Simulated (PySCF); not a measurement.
**Spin states of NaB⁺**

Unrestricted PBE0; PySCF, no relativity, basis sets Na aug-pcseg-1, B aug-pcseg-1. Outer shells of the fragments: Na+ closed shells only; B 2s2 2p1.

Followed along the bond (rough minima from three points):

```
2Ms+1   unpaired  ⟨S²⟩ at the start  R at minimum (Å)  Te (eV)
    2        σ ↑               0.75              2.91     0.00
    2        π ↑               0.76              3.08     0.53
    4  σ ↑↑, π ↑               3.75              3.16     3.53
```

Solutions found at the starting distance of 2.490 Å, counted from the lowest of them; the search is not exhaustive and high or unbound solutions are not listed, so other states can lie among these:

| 2Ms+1 | unpaired | term | E (eV) | ⟨S²⟩ | ⟨Lz²⟩ | μ (D) |
| --- | --- | --- | --- | --- | --- | --- |
| 2 | σ ↑ | ²Σ⁺ | 0.00 | 0.75 | 0.00 | -2.00 |
| 2 | π ↑ | ²Π | 0.51 | 0.76 | 1.00 | -2.10 |
| 4 | σ ↑↑, π ↑ | ⁴Π | 3.63 | 3.75 | 1.00 | -2.78 |
| 4 | σ ↑, π ↑↑ | ⁴Σ⁻ | 4.07 | 3.75 | 0.00 | -2.43 |
| 2 | σ ↑↑, π ↓ | mixed | 5.48 | 1.75 | 1.00 | -2.69 |
| 4 | σ ↑↑↑ | ⁴Σ⁺ | 9.27 | 3.75 | 0.00 | 7.25 |

A term symbol is given only where ⟨S²⟩ and ⟨Lz²⟩ are close to those of a pure state; real π, δ and φ orbitals otherwise mix terms. A positive dipole points towards B; it is taken about the centre of mass and depends on that origin.

Counting both spins, an empty level lies below a filled one in some of these solutions, because spin and occupation are held.
